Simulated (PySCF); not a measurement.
Scan of CH2, triplet: map of symmetric stretch and bend. Scanned: C-H bond length and H-C-H angle.

Method: unrestricted B3LYP/6-31G*, spherical d (PySCF 2.14.0).

Energy in kcal/mol above the lowest grid point; x is the C-H bond length (Å), y the H-C-H angle (°).

```csv
y \ x,0.92,0.97,1.03,1.08,1.13,1.18,1.23,1.29,1.36,1.39,1.46
180,33.1,16.7,7.3,5.9,8.8,14.8,23.1,35.0,50.7,57.8,74.5
170.95,32.8,16.3,6.9,5.4,8.2,14.1,22.3,34.2,49.7,56.7,73.2
157.64,31.5,14.7,5.0,3.3,5.8,11.4,19.2,30.6,45.6,52.3,68.1
148.49,30.6,13.6,3.5,1.5,3.7,9.1,16.6,27.7,42.3,48.9,64.3
138.55,30.3,13.0,2.5,0.2,2.1,7.1,14.4,25.2,39.4,45.8,61.0
132.28,30.7,13.2,2.5,0.0,1.7,6.5,13.6,24.2,38.2,44.6,59.6
119,34.1,16.2,4.9,2.0,3.2,7.6,14.3,24.5,38.1,44.3,59.0
111.30,38.0,19.8,8.2,5.0,5.9,10.1,16.5,26.4,39.7,45.8,60.3
97.50,49.5,30.7,18.5,14.6,15.0,18.6,24.5,33.7,46.4,52.2,66.1
91.65,56.3,37.3,24.7,20.6,20.7,24.0,29.6,38.6,50.9,56.6,70.2
77.70,77.9,58.2,44.8,40.0,39.4,42.0,46.9,55.0,66.4,71.7,84.4
70,93.5,73.3,59.4,54.1,53.1,55.3,59.8,67.4,78.2,83.3,95.5
```

Points that lie below all their neighbours on the grid: x = 1.08, y = 132.28 (0.0 kcal/mol).
